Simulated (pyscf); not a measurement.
A first-order saddle from PySCF, ωB97X-D3(BJ)/def2-SVP:

```xyz
13

N      0.8387     1.3378    -0.4207
Si    -0.4155     0.4805     0.3642
N     -0.9445    -0.5854    -0.9042
N     -1.9112     0.9861     1.0212
H      0.8395     1.4404    -1.4279
H      1.3903     2.0303     0.0687
H      0.2546    -0.7640     1.3385
H     -0.2465    -1.0377    -1.4859
H     -1.7108    -1.2245    -0.7187
H     -2.7497     0.9818     0.4537
H     -1.9534     1.6038     1.8213
F      0.3886     1.1943     2.0720
H      0.4465     0.0084     1.8934
```
Charge 0, spin multiplicity 1.

Surface: singlet, charge 0. Lowest wavenumbers (cm⁻¹): 917i, 189, 273, 282, 312.

Q: What reaction is this the transition state of?

A: H₂N–SiH(NH₂)–NH₂ + hydrogen fluoride (HF) ⇌ H₂N–Si(NH₂)(NH₂)–F + hydrogen (H₂), a four-centre exchange read from left to right: H–Si, F–H broken and F–Si, H–H formed. At ωB97M-D3(BJ)/def2-TZVP it lies +77.3 kJ/mol from the left side and +227.9 kJ/mol from the right (each side as separated species at their lowest minima found). On the reactant side the descent ends in a complex, 19.9 kJ/mol under the separated species and 99.6 kJ/mol under the saddle at ωB97X-D3(BJ)/def2-TZVP. This is the saddle that the search found; another between the same sides may lie lower.
